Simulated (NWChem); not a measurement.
Program: NWChem. System: dimethylamine (C₂H₇N), charge 0, spin multiplicity 1, at a geometry optimised with PBE0/def2-SVP. Level: constrained PBE/def2-SVP.

Job file:

```
start mol
memory heap 200 mb stack 900 mb global 1100 mb
geometry units angstroms nocenter noautoz noautosym
  C     -0.216736     0.018376    -1.207261
  N      0.551446    -0.140009     0.000000
  C     -0.216736     0.018376     1.207261
  H     -0.762440     0.986117    -1.288612
  H     -0.973296    -0.781514    -1.278617
  H      0.436073    -0.075382    -2.088620
  H      1.340029     0.501099     0.000000
  H     -0.762440     0.986117     1.288612
  H      0.436073    -0.075382     2.088620
  H     -0.973296    -0.781514     1.278617
end
basis spherical
  * library def2-svp
end
dft
  xc xpbe96 cpbe96
  semidirect memsize 60000000 filesize 0
  iterations 100
  convergence nolevelshifting
  cdft 1 1 charge 0.3 pop becke
end
task dft energy
```

NWChem printed:

```
             Northwest Computational Chemistry Package (NWChem) 7.3.0
             --------------------------------------------------------

                                NWChem Input Module
                                -------------------

 Scaling coordinates for geometry "geometry" by  1.889725989
 (inverse scale =  0.529177249)

                             Geometry "geometry" -> ""
                             -------------------------

 Output coordinates in angstroms (scale by  1.889725989 to convert to a.u.)

  No.       Tag          Charge          X              Y              Z
 ---- ---------------- ---------- -------------- -------------- --------------
    1 C                    6.0000    -0.21673600     0.01837600    -1.20726100
    2 N                    7.0000     0.55144600    -0.14000900     0.00000000
    3 C                    6.0000    -0.21673600     0.01837600     1.20726100
    4 H                    1.0000    -0.76244000     0.98611700    -1.28861200
    5 H                    1.0000    -0.97329600    -0.78151400    -1.27861700
    6 H                    1.0000     0.43607300    -0.07538200    -2.08862000
    7 H                    1.0000     1.34002900     0.50109900     0.00000000
    8 H                    1.0000    -0.76244000     0.98611700     1.28861200
    9 H                    1.0000     0.43607300    -0.07538200     2.08862000
   10 H                    1.0000    -0.97329600    -0.78151400     1.27861700

 Effective nuclear repulsion energy (a.u.)      84.2929080680

            Nuclear Dipole moment (a.u.)
            ----------------------------
        X                 Y               Z
 ---------------- ---------------- ----------------
    -0.0000132281    -0.0000188973     0.0000000000


 Summary of "ao basis" -> "" (spherical)
 ------------------------------------------------------------------------------
       Tag                 Description            Shells   Functions and Types
 ---------------- ------------------------------  ------  ---------------------
 *                          def2-svp                  on all atoms
[...]
  ----- ------------  ---------------      ----- ------------  ---------------
    49      1.228758   5 H  s                54     -1.021855   6 H  s
     7      0.720046   1 C  px               59     -0.561986   7 H  s
    74      0.524047  10 H  s                44      0.475833   4 H  s
     3     -0.447381   1 C  s                 9     -0.341537   1 C  pz
    35      0.341264   3 C  px               17      0.325512   2 N  s

 Vector   16  Occ=0.000000D+00  E= 6.900005D-02
              MO Center= -6.2D-01,  2.3D-01, -1.3D+00, r^2= 3.9D+00
   Bfn.  Coefficient  Atom+Function         Bfn.  Coefficient  Atom+Function
  ----- ------------  ---------------      ----- ------------  ---------------
    44      1.318779   4 H  s                49     -1.103869   5 H  s
     8     -0.888116   1 C  py               54     -0.861578   6 H  s
     5     -0.396902   1 C  py                3      0.385685   1 C  s
     9     -0.290770   1 C  pz               64      0.270384   8 H  s
    17     -0.251916   2 N  s                43      0.212755   4 H  s

     ---------------------------------------------
      Total Density - Mulliken Population Analysis
     ---------------------------------------------

    Atom       Charge   Shell Charges
 -----------   ------   -------------------------------------------------------
    1 C    6     7.88   1.98  1.34  0.13  3.40  1.00  0.03
    2 N    7     6.85   1.99  0.97  0.42  2.25  1.19  0.03
    3 C    6     5.92   1.98  0.92  0.09  2.10  0.79  0.04
    4 H    1     0.53   0.45  0.08 -0.00
    5 H    1     0.50   0.44  0.06  0.00
    6 H    1     0.49   0.44  0.05  0.00
    7 H    1     0.88   0.73  0.11  0.04
    8 H    1     1.01   0.74  0.24  0.02
    9 H    1     0.98   0.74  0.21  0.02
   10 H    1     0.98   0.74  0.22  0.02

     -------------------------------------------
      Total Density - Lowdin Population Analysis
     -------------------------------------------

    Atom       Charge   Shell Charges
 -----------   ------   -------------------------------------------------------
    1 C    6     7.07   1.97  0.77  0.29  2.87  1.10  0.07
    2 N    7     6.85   1.97  0.71  0.41  2.10  1.59  0.07
    3 C    6     5.99   1.96  0.58  0.30  1.87  1.19  0.10
    4 H    1     0.76   0.45  0.20  0.10
    5 H    1     0.73   0.45  0.18  0.10
    6 H    1     0.72   0.44  0.18  0.10
    7 H    1     0.92   0.61  0.20  0.12
    8 H    1     1.00   0.64  0.29  0.06
    9 H    1     0.97   0.64  0.27  0.06
   10 H    1     0.98   0.64  0.27  0.06

 center of mass
 --------------
 x =   0.05247205 y =  -0.03162475 z =   0.00000000

 moments of inertia (a.u.)
 ------------------
         193.338964752986           1.884055727613          -0.000000000000
           1.884055727613         217.977193616536           0.000000000000
          -0.000000000000           0.000000000000          51.247359128613

     Multipole analysis of the density
     ---------------------------------

     L   x y z        total         alpha         beta         nuclear
     -   - - -        -----         -----         ----         -------
     0   0 0 0     -0.000000    -13.000000    -13.000000     26.000000

     1   1 0 0     -0.070693     -0.035340     -0.035340     -0.000013
     1   0 1 0      0.319877      0.159948      0.159948     -0.000019
     1   0 0 1     -0.104614     -0.052307     -0.052307      0.000000

     2   2 0 0    -12.056099    -20.179426    -20.179426     28.302754
     2   1 1 0      1.381512      0.628124      0.628124      0.125263
     2   1 0 1      0.342039      0.171019      0.171019      0.000000
     2   0 2 0    -13.450387    -13.099751    -13.099751     12.749116
     2   0 1 1      0.014051      0.007025      0.007025      0.000000
     2   0 0 2    -11.080188    -64.114800    -64.114800    117.149412

 Task  times  cpu:        8.0s     wall:        8.0s

 Total times  cpu:        8.1s     wall:        8.1s
```
